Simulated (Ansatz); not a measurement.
CaO: levels along high-symmetry lines

```
CELL_PARAMETERS angstrom
0.00000 2.41527 2.41527
2.41527 0.00000 2.41527
2.41527 2.41527 0.00000
ATOMIC_POSITIONS crystal
Ca 0.00000 0.00000 0.00000
O 0.50000 0.50000 0.50000
```

Atoms are numbered in the order listed.

The cell was built from the rocksalt type and relaxed in the same program, and has space group Fm-3m; it needn't be a known or the stable phase.

Method: Ansatz 0.2.0, DFT, PBE, all-electron LAPW, scalar-relativistic.

Sampling and basis: a Γ-centred 12×12×12 k mesh, Fermi–Dirac smearing of 0.05 eV, basis error target 0.5 meV/atom, no spin polarisation.

Points in fractions of the reciprocal vectors of this cell: Γ (0, 0, 0), X (0.5, 0, 0.5), U (0.625, 0.25, 0.625), K (0.375, 0.375, 0.75), L (0.5, 0.5, 0.5), W (0.5, 0.25, 0.75). The path joins them by straight lines in the order Γ–X–U–K–Γ–L–W–X; legs that retrace an earlier one aren't tabulated. Energies are in eV from the top of the valence band.

Question: Metal or insulator at this level of theory?

Answer: An insulator or semiconductor: gap 3.66 eV, indirect from Γ to X (0.5, 0, 0.5).

Question: Tabulate bands 9 to 14, counted from the lowest band of the run, along the path.

Answer: 
| k (1/Å) | point | band 9 | band 10 | band 11 | band 12 | band 13 | band 14 |
| --- | --- | --- | --- | --- | --- | --- | --- |
| 0.00 | Γ | -15.49 | 0.00 | 0.00 | 0.00 | 4.61 | 6.20 |
| 0.33 |  | -15.25 | -0.81 | -0.12 | -0.12 | 5.36 | 5.68 |
| 0.65 |  | -14.99 | -1.65 | -0.30 | -0.30 | 4.70 | 6.51 |
| 0.98 |  | -15.10 | -1.57 | -0.37 | -0.37 | 3.93 | 7.56 |
| 1.30 | X | -15.25 | -1.31 | -0.38 | -0.38 | 3.66 | 7.94 |
| 1.42 |  | -15.22 | -1.30 | -0.46 | -0.41 | 3.77 | 7.99 |
| 1.53 |  | -15.15 | -1.28 | -0.69 | -0.50 | 4.08 | 8.13 |
| 1.65 |  | -15.04 | -1.25 | -0.99 | -0.62 | 4.55 | 8.30 |
| 1.76 | U | -14.91 | -1.32 | -1.21 | -0.77 | 5.12 | 7.92 |
| 1.96 |  | -14.85 | -1.48 | -1.15 | -0.88 | 5.61 | 7.29 |
| 2.16 |  | -14.81 | -1.54 | -1.07 | -0.99 | 6.39 | 6.40 |
| 2.36 |  | -14.85 | -1.48 | -1.15 | -0.88 | 5.61 | 7.29 |
| 2.56 | K | -14.91 | -1.32 | -1.21 | -0.77 | 5.12 | 7.92 |
| 2.90 |  | -14.64 | -1.99 | -1.07 | -0.96 | 6.74 | 6.88 |
| 3.25 |  | -14.76 | -1.78 | -0.90 | -0.55 | 6.07 | 6.93 |
| 3.59 |  | -15.20 | -0.77 | -0.35 | -0.15 | 5.53 | 6.03 |
| 3.94 | Γ | -15.49 | 0.00 | 0.00 | 0.00 | 4.61 | 6.20 |
| 4.22 |  | -15.28 | -0.53 | -0.20 | -0.20 | 5.29 | 6.16 |
| 4.50 |  | -14.86 | -1.51 | -0.64 | -0.64 | 6.21 | 6.74 |
| 4.78 |  | -14.50 | -2.30 | -1.02 | -1.02 | 6.66 | 7.91 |
| 5.06 | L | -14.36 | -2.59 | -1.16 | -1.16 | 6.99 | 8.28 |
| 5.29 |  | -14.44 | -2.43 | -1.15 | -1.12 | 6.93 | 7.44 |
| 5.52 |  | -14.62 | -2.02 | -1.11 | -1.03 | 6.70 | 6.77 |
| 5.75 |  | -14.81 | -1.54 | -1.07 | -0.99 | 6.39 | 6.40 |
| 5.98 | W | -14.89 | -1.25 | -1.05 | -1.05 | 6.27 | 6.27 |
| 6.15 |  | -14.95 | -1.18 | -1.14 | -0.87 | 5.31 | 7.27 |
| 6.31 |  | -15.07 | -1.26 | -0.84 | -0.66 | 4.47 | 8.17 |
| 6.47 |  | -15.20 | -1.30 | -0.52 | -0.46 | 3.88 | 8.03 |
| 6.63 | X | -15.25 | -1.31 | -0.38 | -0.38 | 3.66 | 7.94 |

Kohn–Sham gaps of semilocal functionals usually fall short of measured ones.
